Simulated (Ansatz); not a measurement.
Basis-set extrapolation for C₄H₈N₂ (`C#CC(C)(N)N`) (PBE0-D4/def2-TZVP geometry, frozen core, Ansatz 0.2.0). Multiplicity 1, RHF reference.

```json
{"": "HF", "def2-TZVPP": "-265.060533", "def2-QZVPP": "-265.072651"}
{"": "MP2 correlation", "def2-TZVPP": "-1.076632", "def2-QZVPP": "-1.148132"}
{"": "CCSD(T) correlation", "def2-TZVPP": "-1.162443", "def2-QZVPP": "not run"}
```

Energies in hartree. Use E(X) = E(∞) + A·exp(−7.88·√X) for Hartree–Fock and E(X) = E(∞) + B·X^(−2.97) for correlation, with X = 3 and 4, and add CCSD(T) minus MP2 of the smaller set to the MP2 limit.

Problem. What is the CCSD(T) energy at the basis-set limit?

Solution. HF limit: -265.072651 + (-0.012118) × 0.13774 = -265.07432. MP2 limit: -1.148132 + (-0.071500) × 0.74074 = -1.20109. Higher-order term: -1.162443 − (-1.076632) = -0.08581. Total: -266.36122 hartree, 363.0 kJ/mol below CCSD(T)/def2-TZVPP.
